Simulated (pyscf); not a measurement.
## Hydrogen abstraction: Cl–SiH•–Cl + hydrogen (H₂) -> dichlorosilane (Cl–SiH₂–Cl) + H atom (H•)

Gas phase, doublet surface, charge 0. Bonds broken: H4–H6. Bonds formed: Si2–H4. Optimised with ωB97X-D3(BJ)/def2-SVP in PySCF.

Transition state (Å):

```xyz
6

Cl     1.3472     1.2920    -1.0995
Si     1.1304    -0.0652     0.4235
Cl     0.2272     0.8296     2.0334
H      0.1907    -1.2224    -0.0836
H      2.4697    -0.5527     0.8305
H     -0.5804    -2.0518    -0.4831
```

One imaginary mode, 1048i cm⁻¹; descent along it reached the two sides named.

```
bond    change  reactant side (Å)  saddle  product side
------  ------  -----------------  ------  ------------
H4–H6   breaks              0.760   1.201           3.4
Si2–H4   forms                3.2   1.575         1.479
```

Electronic energies relative to the separated reactants (kcal/mol):

| level | barrier | reaction energy | reverse barrier |
|---|---|---|---|
| ωB97X-D3(BJ)/def2-TZVP | 16.7 | +11.8 | 5.0 |
| PBE/def2-TZVP | 15.5 | +15.7 | -0.2 |
| r²SCAN/def2-TZVP | 15.3 | +16.3 | -1.0 |
| B3LYP-D3(BJ)/def2-TZVP | 16.3 | +16.2 | 0.1 |
| PBE0-D3(BJ)/def2-TZVP | 14.9 | +13.1 | 1.8 |
| M06-2X/def2-TZVP | 20.4 | +14.6 | 5.8 |
| ωB97M-D3(BJ)/def2-TZVP | 16.6 | +11.7 | 4.9 |
| HF/def2-TZVP | 19.8 | +6.1 | 13.7 |

With ωB97M-D3(BJ)/def2-TZVP energies and thermal terms (ideal gas, 1 atm, RRHO with modes under 100 cm⁻¹ raised to 100, one conformer, R ln 2 for chiral ones without a mode under 150 cm⁻¹), in kcal/mol:

| T (K) | ΔH‡ | ΔG‡ | ΔH | ΔG |
|---|---|---|---|---|
| 298 | 14.2 | 21.9 | +10.9 | +12.7 |
| 600 | 14.0 | 29.8 | +10.9 | +14.6 |
| 900 | 14.3 | 37.6 | +11.4 | +16.4 |
| 1200 | 14.9 | 45.3 | +12.0 | +18.0 |

At PBE, r²SCAN this geometry lies under the product side: in single points on another level's saddle the reverse barrier vanishes, and the forward threshold there is about the reaction energy. One saddle was located; it need not be the lowest between these sides. The angle at the transferred H is 176°.
